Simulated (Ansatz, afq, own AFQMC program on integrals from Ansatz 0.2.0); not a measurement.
# SiHBr, triplet: AFQMC among the cluster methods

```json
{"atom": "Br", "x (Å)": "0.0000", "y (Å)": "0.0000", "z (Å)": "-1.7113"}
{"atom": "H", "x (Å)": "0.0000", "y (Å)": "0.0000", "z (Å)": "0.1357"}
{"atom": "Si", "x (Å)": "0.0000", "y (Å)": "0.0000", "z (Å)": "1.5757"}
```

Connectivity, by distances: Br ··· Si, 1 bridging H.

Basis cc-pVTZ. Only valence electrons are correlated. Integrals, coupled cluster, full CI and functionals: Ansatz 0.2.0; the random walks run on the same integrals in our own AFQMC program. The CISD trial takes its coefficients from CCSD amplitudes. Released means that phaseless walkers are propagated on without the constraint, phases kept. ± is one standard error of the sampling. No spin–orbit coupling.

Determinant: UHF, the one that the program's search chose, which needn't be the lowest solution. The geometry is a point of a scan.

No full CI on the walks' own integrals is used here; CCSDT(Q) serves as the reference and is uncertain by about the last step of the cluster series.

Cautions: no relativity below Rb; no spin-orbit coupling; inner d shell frozen; lower spins were not checked; the released energies are still falling, so no released level is given (meV from the phaseless value at times in 1/Eh: 2 ± 4 at 0.24, -10 ± 3 at 0.51, -19 ± 4 at 0.99, -25 ± 5 at 1.62, -45 ± 15 at 2.40), though the last usable value meets CCSDT(Q) within the noise.

The T1 diagnostic is 0.0221, the weight of the determinant in the CISD state is 0.850 and the ⟨S²⟩ of the determinant is 2.031. The size of the correlated space is 12 electrons in 72 orbitals.

| level | correlation energy (eV) |
| --- | --- |
| MP2 | -6.4270 |
| CCSD | -7.4905 |
| CCSD(T) | -7.7780 |

Problem. Estimate where phaseless AFQMC with a CISD trial lies against CCSD(T) on the same integrals.

Solution. 2.6 ± 0.5 kJ/mol below CCSD(T).

Reference: CCSDT(Q), correlation energy -7.835 eV.

```json
{"level": "CCSD(T)", "E − E(reference) (kJ/mol)": "5.5", "share of correlation (%)": "99.27"}
{"level": "CCSDT", "E − E(reference) (kJ/mol)": "1.3", "share of correlation (%)": "99.82"}
{"level": "ph-AFQMC/HF", "E − E(reference) (kJ/mol)": "11.9 ± 2.5", "share of correlation (%)": "98.43"}
{"level": "ph-AFQMC/CISD", "E − E(reference) (kJ/mol)": "2.9 ± 0.5", "share of correlation (%)": "99.62"}
```

A walk keeps the symmetry of its determinant, which the program's search chose and which needn't be the lowest solution, so a lower state of the same spin and another symmetry isn't excluded.
